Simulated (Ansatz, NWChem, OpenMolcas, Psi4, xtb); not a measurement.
# Loss of SiH4: Si2H6O → SiH2O + SiH4

Gas-phase species: Si2H6O (disiloxane) `[SiH3]O[SiH3]`, singlet; SiH2O (oxosilane) `O=[SiH2]`, singlet; SiH4 `[SiH4]`, singlet. This is a balance of energies; it says nothing on the path, which may need atoms to shift.

Shapes, held fixed at every level: PBE0-D4/def2-TZVP. Programs: Ansatz 0.2.0, NWChem 7.3.0, OpenMolcas 26.06, Psi4 1.11, xtb 6.7.1. A level may come from different programs for different species; with the same settings they agree closely. Electronic energies: no zero-point or thermal term.

| level | kind | ΔE (kJ/mol) |
| --- | --- | --- |
| GFN0-xTB | semi-empirical | +59.2 |
| HF/STO-3G | Hartree–Fock | +387.7 |
| HF/3-21G | Hartree–Fock | +379.1 |
| HF/def2-SVP | Hartree–Fock | +326.4 |
| B3LYP/6-31G* (Cartesian functions) | global hybrid | +261.8 |
| PBE0/def2-SVP | global hybrid | +288.8 |

PBE0/def2-SVP gives ΔE = +288.8 kJ/mol; the levels span +59.2 to +387.7. GFN0-xTB strays far from the other rows. The median of the levels is +307.6. No measured value is set beside it here. PBE0/def2-SVP lies outside the range of the other correlated levels here, so it shouldn't be taken on trust. Rows in sets without polarisation functions are far from converged.
